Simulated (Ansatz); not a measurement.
# CHNS: the cost of one run

Method: DFT B2PLYP, Gaussian basis cc-pV(T+d)Z, in Ansatz 0.2.0.

**1. The structure to begin with**

Bond lengths: H1–S2 1.340 Å, S2–C3 1.700 Å, C3–N4 1.160 Å. Angles: H1–S2–C3 95.0°, S2–C3–N4 176.0°.

As a file:

```xyz
4

H    -1.1244   -1.1332    0.0000
S     0.2156   -1.1332    0.0000
C     0.3637    0.5603    0.0000
N     0.5452    1.7061    0.0000
```

**2. Relaxing the atoms: CHNS**

Input file input.yaml:

```yaml
relax:
  f_tol: 0.0002
  max_steps: 200
crystal:
  periodic: [false, false, false]
  atoms:
    - { symbol: H, position_ang: [-1.124448, -1.133195, 0.0] }
    - { symbol: S, position_ang: [0.215552, -1.133195, 0.0] }
    - { symbol: C, position_ang: [0.363716, 0.560336, 0.0] }
    - { symbol: "N", position_ang: [0.54518, 1.706054, 0.0] }
basis:
  gaussian: { orbitals: "cc-pV(T+d)Z.json" }
hamiltonian:
  xc: { name: B2PLYP }
accuracy: high
```

Run with:

```sh
$ ansatz run input.yaml --threads 4 --pin off --max-ram 6144MiB --backend cpu --events-out ev --progress --plain --runs-dir out
```

What time and memory should one allow on 4 threads of Arm Neoverse V1, shared host?

About 49 s, with a peak of 0.51 GiB.
